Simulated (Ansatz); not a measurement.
## Which method gave which barrier?

Saddle point of Si$_{2}$H$_{5}$, doublet (Si₂H₅ ([SiH2][SiH3]) → Si₂H₅ ([SiH2][SiH3]); bonds formed: H1–Si3; bonds broken: H1–Si2), PBE0-D4/def2-TZVP structure:

H1  (0.180, 0.263, 0.634)
Si2  (0.698, -1.004, -0.370)
Si3  (-0.962, 0.614, -0.568)
H4  (2.080, -0.447, -0.306)
H5  (0.485, -1.949, 0.764)
H6  (-2.036, 0.512, 0.462)
H7  (-0.444, 2.011, -0.617)
(Å)

Ansatz 0.2.0; basis: def2-TZVPP, with def2-QZVPP for the basis limit; cores frozen in the correlated methods; orbitals are unrestricted. Extrapolation: Hartree–Fock as exp(−7.88 √X), correlation as X^−2.97. Four methods, as single points on the PBE0-D4 structures, gave these electronic barriers from the start structure: 100.8, 112.6, 141.7, 170.0 kJ/mol.

(1) The methods were, in alphabetical order, HF, MP2, PBE-D4, r2SCAN-D4. Which gave which? (A judgement: the text doesn't fix the answer.)

T1 diagnostic: at most 0.028. ⟨S²⟩ of the unrestricted Hartree–Fock references: 0.76 to 0.87 (a pure state has 0.75). The unrestricted reference is spin-contaminated, which hurts MP2 most.

## Answers

(1) Computed: PBE-D4 100.8; r2SCAN-D4 112.6; MP2 141.7; HF 170.0 kJ/mol. For comparison, CCSD(T) at an estimated basis limit (MP2 extrapolated from triple and quadruple zeta, plus CCSD(T) − MP2 in triple zeta) gives 128.4 kJ/mol.

Labels in which every atom is bracketed show which atoms are joined, not bond orders.

For scale, one of the runs: CCSD(T)/def2-TZVPP, 154 basis functions, launched by `ansatz run in.yaml --threads 2 --pin off --events-out ev --progress --plain --max-ram 4352MiB`. Hardware: 2 CPU threads of an Arm Neoverse V1, shared host. Wall time 38 s; peak host memory 2.1 GiB.
